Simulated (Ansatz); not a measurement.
**[Nd(H2O)6]3+ (NdH12O6 (+3)): one state, many levels**

The task here is to estimate one member of a computed series from the others.

Computed with Ansatz 0.2.0, Gaussian basis. Level: as each input shows.

Levels to be run: PBE-D4/def2-TZVP, r2SCAN-D4/def2-TZVP, revPBE-D4/def2-TZVP, r2SCANh-D4/def2-TZVP, PBE-D4/def2-SVP, PBE0-D4/def2-SVP, MP2/def2-SVP, RPA/def2-SVP.

2 further runs of the same task are left out: 2 set aside as unsound or not needed.

## The relaxed structure

The quartet was relaxed beforehand with r2SCAN-D4/def2-SVP.

19 atoms, charge 3, spin multiplicity 4.

Atoms are counted from 1 here; the program's logs count them from 0.

Bond lengths: Nd1–O2 2.416 Å, Nd1–O5 2.416 Å, Nd1–O8 2.416 Å, Nd1–O11 2.416 Å, Nd1–O14 2.416 Å, Nd1–O17 2.416 Å, O2–H3 0.979 Å, O2–H4 0.979 Å, O5–H6 0.979 Å, O5–H7 0.979 Å, O8–H9 0.979 Å, O8–H10 0.979 Å, O11–H12 0.979 Å, O11–H13 0.979 Å, O14–H15 0.979 Å, O14–H16 0.979 Å, O17–H18 0.979 Å, O17–H19 0.979 Å. Angles: O2–Nd1–O5 179.9°, O2–Nd1–O8 89.9°, O2–Nd1–O11 90.1°, O2–Nd1–O14 90.0°, O2–Nd1–O17 89.8°, O5–Nd1–O8 90.1°, O5–Nd1–O11 89.8°, O5–Nd1–O14 90.0°, O5–Nd1–O17 90.3°, O8–Nd1–O11 179.9°, O8–Nd1–O14 89.9°, O8–Nd1–O17 90.2°, O11–Nd1–O14 90.1°, O11–Nd1–O17 89.8°, O14–Nd1–O17 179.7°, Nd1–O2–H3 128.2°, Nd1–O2–H4 128.1°, H3–O2–H4 103.7° and more.

Nd takes a core potential in the def2 sets. No spin-orbit coupling is included. The ion is computed in the gas phase, without counter-ions or solvent.

PBE0-D4/def2-TZVP was run before; its log isn't repeated, and its numbers join the tables.

Set-up of the first run:

start.molden holds the orbitals of an earlier run on this state, given as this run's starting guess.

in.yaml reads:

```yaml
crystal:
  periodic: [false, false, false]
  atoms:
    - {symbol: Nd, position_ang: [0.001584, -0.000408, -0.001691]}
    - {symbol: O, position_ang: [0.176359, 0.194356, 2.400175]}
    - {symbol: H, position_ang: [0.156621, 1.007734, 2.944427]}
    - {symbol: H, position_ang: [0.283815, -0.522265, 3.058264]}
    - {symbol: O, position_ang: [-0.176101, -0.193669, -2.403784]}
    - {symbol: H, position_ang: [-0.276226, 0.523808, -3.062073]}
    - {symbol: H, position_ang: [-0.165099, -1.007275, -2.947897]}
    - {symbol: O, position_ang: [2.403893, 0.177638, -0.188619]}
    - {symbol: H, position_ang: [3.059829, 0.288528, 0.529451]}
    - {symbol: H, position_ang: [2.950520, 0.155450, -1.000298]}
    - {symbol: O, position_ang: [-2.401157, -0.178130, 0.183035]}
    - {symbol: H, position_ang: [-2.948524, -0.163139, 0.994391]}
    - {symbol: H, position_ang: [-3.056501, -0.281798, -0.536603]}
    - {symbol: O, position_ang: [-0.186954, 2.401813, -0.180966]}
    - {symbol: H, position_ang: [-0.999660, 2.947237, -0.169897]}
    - {symbol: H, position_ang: [0.531707, 3.058929, -0.280474]}
    - {symbol: O, position_ang: [0.185058, -2.402161, 0.189096]}
    - {symbol: H, position_ang: [-0.535073, -3.056276, 0.297107]}
    - {symbol: H, position_ang: [0.995917, -2.950363, 0.176336]}
basis:
  gaussian: {orbitals: def2-TZVP, initial_orbitals: start.molden}
total_charge: 3
magnetization: {spin_polarized: true, initial_magnetization: 3}
hamiltonian: {xc: pbe, dispersion: d4}
scf: {omitted_lower_state_checks: [starts]}
output: {orbitals: {seedname: orbitals}}
```

Launch:

```console
$ ansatz run in.yaml --threads 4 --pin off --events-out ev --progress --plain --max-ram 9574MiB
```

Steps of the session up to this table: PBE-D4/def2-TZVP; r2SCAN-D4/def2-TZVP; revPBE-D4/def2-TZVP; r2SCANh-D4/def2-TZVP; PBE-D4/def2-SVP; PBE0-D4/def2-SVP; MP2/def2-SVP; RPA/def2-SVP.

One of the session's tables, all rows but one given; the rest of the session is left out.

It belongs to the step «Levels side by side». 

```
               level  HOMO (eV)  LUMO (eV)  gap (eV)
     PBE-D4/def2-SVP     -19.50     -18.04      1.46
    PBE-D4/def2-TZVP     -19.63     -18.16      1.47
 revPBE-D4/def2-TZVP     -19.66     -18.11      1.55
 r2SCAN-D4/def2-TZVP     -20.33     -17.33      3.00
r2SCANh-D4/def2-TZVP          ?          ?         ?
    PBE0-D4/def2-SVP     -22.42     -15.54      6.88
   PBE0-D4/def2-TZVP     -22.56     -15.54      7.01
```

Q: Estimate the row for r2SCANh-D4/def2-TZVP from the others.

As computed: HOMO (eV): -21.57; LUMO (eV): -16.34; gap (eV): 5.23. In the column «HOMO (eV)» it lies between PBE0-D4/def2-SVP (-22.42) and r2SCAN-D4/def2-TZVP (-20.33).
